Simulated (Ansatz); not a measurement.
A calculation on 1T (CdI2-type) HfS2 returned lattice constant a 3.649 Å, lattice parameter c 6.598 Å.

For reference: lattice constant a 3.635 Å (measured, temperature not stated, not corrected to a static lattice; as tabulated in Björkman (2014), arXiv:1406.2436); lattice parameter c 5.83 Å (measured, temperature not stated, zero-point anharmonic expansion removed (computed with revB86b-DF2); no thermal correction; as tabulated in Björkman (2014), arXiv:1406.2436).

Which level of theory produced these numbers?
A) PBE0 (Ansatz (a first-principles code))
B) PBE-D3(BJ) (Ansatz)
C) PBEsol+SOC (Ansatz)
D) HSE06-D3(BJ) (Ansatz)

A, PBE0 (Ansatz)

The others give: PBE-D3(BJ) 3.606 Å, 5.769 Å; PBEsol+SOC 3.590 Å, 5.943 Å; HSE06-D3(BJ) 3.598 Å, 5.684 Å.

Unless a cell is named, each level is at its own relaxed cell (HSE06-D3(BJ) 21.24, PBE-D3(BJ) 21.65, PBE0 25.36, PBEsol+SOC 22.11 Å³/atom).

Caveats: the cell comes from a level without a dispersion term, which matters for the spacing of layers, chains or molecules (PBEsol+SOC, PBE0). Ansatz's density-functional and Hartree–Fock values are scalar-relativistic unless marked +SOC, with PAW data made under PBE.
